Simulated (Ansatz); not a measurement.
Input for Ansatz (development build ahead of 0.2.0):

```yaml
crystal:
  periodic: [false, false, false]
  atoms:
    - { symbol: H, position_ang: [0.0, 0.0, -1.70081] }
    - { symbol: C, position_ang: [0.0, 0.0, -0.53343] }
    - { symbol: C, position_ang: [0.0, 0.0, 0.8169] }
basis:
  gaussian: { orbitals: def2-TZVP }
total_charge: -1
hamiltonian:
  xc: hf
```

The input is written out in the form of the current development build from the run's settings.

Output:

```
Converged                       : yes
Total energy                    : -76.20153 hartree
Spin squared of the determinant : 0.000
```

Caution: no diffuse functions for an anion.
